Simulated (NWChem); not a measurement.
System: difluoromethane (CH₂F₂); SMILES FCF

All runs: NWChem. Level Hartree-Fock/def2-SVP: optimisations from one semi-empirical or force-field start; each run changes one setting, and all end within 0.3 mHa of each other.

```csv
setting,optimisation steps
"redundant internal coordinates, default thresholds",4
tight thresholds,6
no line search,4
loose thresholds,2
```
